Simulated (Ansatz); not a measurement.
Z-matrix (Å, degrees):
```
C
S 1 1.805
H 1 1.092 2 105.8
H 1 1.088 2 110.9 3 118.8
H 1 1.089 2 110.5 3 -118.2
S 2 2.032 1 103.0 3 176.0
C 6 1.790 2 102.9 1 85.4
F 7 1.376 6 112.8 2 -77.0
H 7 1.095 6 106.4 2 164.1
H 7 1.091 6 109.8 2 43.9
```

Charge 0, multiplicity 1.

Q: List the ωB97M-V/def2-TZVPP orbital energies in eV (the Gaussian-basis code of Ansatz). (An estimate is asked.)

A: The calculation gave: Occupied: -2427.57, -2427.45, -677.55, -284.36, -282.17, -221.47, -221.34, -164.61, -164.51, -164.49, -164.38, -164.37, -164.23, -36.54, -26.00, -23.99, -21.62, -19.41, -16.98, -16.90, -15.80, -14.75, -14.58, -13.58, -12.86, -12.26, -11.45, -9.60, -9.17. Lowest empty: 1.61, 2.83, 2.97, 3.32, 3.93, 4.13, 4.45, 4.88.
